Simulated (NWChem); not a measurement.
The numbers come from NWChem runs, not from measurements. System: methylamine (CH5N), charge 0, spin multiplicity 1, at a geometry optimised with PBE0/def2-SVP. Level: EOM-CCSD/def2-SVPD, 2 core orbitals frozen.

NWChem printed:

```
             Northwest Computational Chemistry Package (NWChem) 7.3.0
             --------------------------------------------------------

                                NWChem Input Module
                                -------------------

 Scaling coordinates for geometry "geometry" by  1.889725989
 (inverse scale =  0.529177249)

 Turning off AUTOSYM since
 SYMMETRY directive was detected!

                             Geometry "geometry" -> ""
                             -------------------------

 Output coordinates in angstroms (scale by  1.889725989 to convert to a.u.)

  No.       Tag          Charge          X              Y              Z
 ---- ---------------- ---------- -------------- -------------- --------------
    1 C                    6.0000    -0.08736300     0.69040100     0.00000000
    2 N                    7.0000     0.19678500    -0.72785100     0.00000000
    3 H                    1.0000     0.37300400     1.16401000    -0.88172500
    4 H                    1.0000     0.37300400     1.16401000     0.88172500
    5 H                    1.0000    -1.16060100     0.97707800     0.00000000
    6 H                    1.0000    -0.21936300    -1.17627400    -0.81332100
    7 H                    1.0000    -0.21936300    -1.17627400     0.81332100

 Effective nuclear repulsion energy (a.u.)      42.0591031738

            Nuclear Dipole moment (a.u.)
            ----------------------------
        X                 Y               Z
 ---------------- ---------------- ----------------
    -0.0000037795    -0.0000018897     0.0000000000

      Symmetry information
      --------------------

 Group name             Cs
 Group number              2
 Group order               2
 No. of unique centers     5

      Symmetry unique atoms

     1    2    3    5    6


 Summary of "ao basis" -> "" (spherical)
 ------------------------------------------------------------------------------
       Tag                 Description            Shells   Functions and Types
 ---------------- ------------------------------  ------  ---------------------
 *                         def2-svpd                  on all atoms

 Summary of "ao basis" -> "ao basis" (spherical)
 ------------------------------------------------------------------------------
       Tag                 Description            Shells   Functions and Types
 ---------------- ------------------------------  ------  ---------------------
[...]
 --------------------------------------------------------------

 Iteration   1 using    2 trial vectors
   0.6441702506109   0.4309102393217   11.72567
   0.6613455362904   0.4877632758153   13.27272     2.0     2.0

 Iteration   2 using    4 trial vectors
   0.1120747846700   0.3179277733005    8.65126
   0.1135570636378   0.3678962757770   10.01097     2.1     2.1

 Iteration   3 using    6 trial vectors
   0.0578086176185   0.3102626175158    8.44268
   0.0657943703226   0.3599895840754    9.79582     2.0     2.0

 Iteration   4 using    8 trial vectors
   0.0311422046535   0.3065971849261    8.34294
   0.0341980975711   0.3562837191561    9.69498     2.0     2.0

 Iteration   5 using   10 trial vectors
   0.0161640202459   0.3053792754880    8.30980
   0.0218534039002   0.3544239891937    9.64437     2.0     2.0

 Iteration   6 using   12 trial vectors
   0.0109782314291   0.3050722406647    8.30144
   0.0201049236084   0.3539920609848    9.63262     2.0     2.0

 Iteration   7 using   14 trial vectors
   0.0065189533418   0.3049425510343    8.29791
   0.0179663359265   0.3534246750058    9.61718     2.2     2.2

 Iteration   8 using   16 trial vectors
   0.0025688789339   0.3049624662575    8.29845
   0.0079185092281   0.3531714561458    9.61029     2.1     2.1

 Iteration   9 using   18 trial vectors
   0.0011180980970   0.3049817244708    8.29898
   0.0037299343491   0.3532656647099    9.61285     2.2     2.2

 Iteration  10 using   20 trial vectors
   0.0005212723012   0.3049790222446    8.29890
   0.0024541006450   0.3532312570965    9.61192     1.7     1.7

 Iteration  11 using   22 trial vectors
   0.0003093326785   0.3049793685874    8.29891
   0.0021561258973   0.3531990116000    9.61104     1.6     1.6

 Iteration  12 using   24 trial vectors
   0.0001661880677   0.3049774907307    8.29886
   0.0014497169730   0.3532207103371    9.61163     2.0     2.0

 Iteration  13 using   26 trial vectors
   0.0000885853676   0.3049766641789    8.29884
   0.0010451246488   0.3532042259430    9.61118     1.9     1.9

 Iteration  14 using   28 trial vectors
   0.0000518240252   0.3049768845388    8.29885
   0.0009297074712   0.3532068915961    9.61125     2.0     2.0

 Iteration  15 using   30 trial vectors
   0.0000259779971   0.3049770131509    8.29885
   0.0005771396462   0.3532101876520    9.61134     2.2     2.2

 Iteration  16 using   32 trial vectors
   0.0000113164906   0.3049770895109    8.29885
   0.0002592943938   0.3532057274609    9.61122     2.2     2.2

 Iteration  17 using   34 trial vectors
   0.0000052692973   0.3049770895977    8.29885
   0.0001218559452   0.3532072909335    9.61126     2.2     2.2

 Iteration  18 using   35 trial vectors
   0.0000044321965   0.3049770865875    8.29885
   0.0000602451476   0.3532068369920    9.61125     1.4     1.4

 Iteration  19 using   36 trial vectors
   0.0000042473403   0.3049770845958    8.29885
   0.0000303649483   0.3532064607731    9.61124     1.2     1.2

 Iteration  20 using   37 trial vectors
   0.0000041989817   0.3049770820779    8.29885
   0.0000142507304   0.3532066630430    9.61125     1.6     1.6

 Iteration  21 using   38 trial vectors
   0.0000041730920   0.3049770830955    8.29885
   0.0000063971581   0.3532065766769    9.61124     1.6     1.6
 --------------------------------------------------------------
 Iterations converged

 Excited state root  1
 Excitation energy / hartree =        0.304977087593159
                   / eV      =        8.298852331921847

 EOM-CCSD transition moments / hartree
 --------------------------------------------
 X    0.0000000 Y    0.0000000 Z    0.2248628
 Oscillator Strength                0.0102804
 --------------------------------------------

 EOM-CCSD dipole moments / hartree & Debye
 ------------------------------------
   X        -0.4865037     -1.2365783
   Y        -0.7537384     -1.9158265
   Z        -0.0000000     -0.0000000
 Total       0.8971106      2.2802449
 ------------------------------------

 Singles contributions
    12a"  (alpha) ---     9a'  (alpha)        0.8932143721
    14a"  (alpha) ---     9a'  (alpha)       -0.1215567085
    17a"  (alpha) ---     9a'  (alpha)       -0.1244501329
    28a"  (alpha) ---     9a'  (alpha)       -0.1144901759
    31a"  (alpha) ---     9a'  (alpha)       -0.1128043238

 Doubles contributions

 Excited state root  2
 Excitation energy / hartree =        0.353206627321691
                   / eV      =        9.611245441195621

 Task  times  cpu:      133.2s     wall:      133.2s

 Total times  cpu:      133.3s     wall:      133.3s
```

Problem. Write an NWChem input that would produce this output.

Solution. This is not unique; one that fits is 
```
start mol
memory heap 100 mb stack 700 mb global 1900 mb
geometry units angstroms nocenter noautoz
  C     -0.087363     0.690401     0.000000
  N      0.196785    -0.727851     0.000000
  H      0.373004     1.164010    -0.881725
  H      0.373004     1.164010     0.881725
  H     -1.160601     0.977078     0.000000
  H     -0.219363    -1.176274    -0.813321
  H     -0.219363    -1.176274     0.813321
  symmetry group Cs
end
basis spherical
  * library def2-svpd
end
scf
  rhf
  nopen 0
  maxiter 100
  thresh 1e-7
  semidirect memsize 60000000 filesize 0
end
tce
  freeze core 2
  ccsd
  nroots 2
  2eorb
  2emet 13
  thresh 1e-5
  maxiter 200
  tilesize 24
  dipole
end
task tce energy
```
